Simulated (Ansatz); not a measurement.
Candidates: diamond-structure Si, bcc Cs, fcc Pd, fcc Ir, bcc V, fcc Sr. Level: r²SCAN+rVV10 (plane waves, PAW; Ansatz, a first-principles code).

Ansatz's runs of these crystals have no spin polarisation. Meta-GGA and hybrid levels favour moments, which can bear on fcc Pd, bcc V.

Spin–orbit coupling is left out, also for the solids with elements from indium on (bcc Cs, fcc Ir); its size isn't shown.

Ansatz's density-functional and Hartree–Fock values are scalar-relativistic unless marked +SOC, with PAW data made under PBE.

Q: Order them by their equilibrium lattice constant a at this level, smallest first.

A: bcc V (2.975 Å), fcc Ir (3.834 Å), fcc Pd (3.892 Å), diamond-structure Si (5.436 Å), fcc Sr (6.076 Å), bcc Cs (6.169 Å)
